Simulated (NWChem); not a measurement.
System: propene (C$_{3}$H$_{6}$); SMILES C=CC

All runs: NWChem. Pople sets run with spherical d functions. B3LYP is NWChem's, with the RPA form of VWN correlation. Each level has its own optimisation; frequencies are unscaled. Brackets give each atom's bonded neighbours.

```tsv
level	r C–C [C(CCH)–C(CHHH)] (Å)	r C–C [C(CCH)–C(CHH)] (Å)	r C–H [C(CCH)–H(C)] (Å)	r C–H [C(CHH)–H(C)] (Å)	highest harmonic frequency (cm⁻¹)	lowest (cm⁻¹)	zero-point energy (kcal/mol)	dipole (D)
Hartree-Fock/STO-3G	1.521	1.308	1.085	1.081	3810	183	59.3	0.25
Hartree-Fock/3-21G	1.510	1.316	1.076	1.074	3387	196	53.8	0.31
Hartree-Fock/6-31G*	1.502	1.319	1.079	1.076	3403	211	53.6	0.31
B3LYP/6-31G*	1.502	1.334	1.091	1.088	3235	210	50.2	0.35
LDA (Slater exchange, VWN5)/def2-SVP	1.482	1.336	1.109	1.105	3164	214	48.2	0.49
PBE/def2-SVP	1.500	1.345	1.106	1.102	3165	206	48.4	0.44
BLYP/def2-SVP	1.509	1.346	1.106	1.102	3139	205	48.2	0.42
PBE0/def2-SVP	1.493	1.334	1.098	1.094	3259	207	50.0	0.42
```
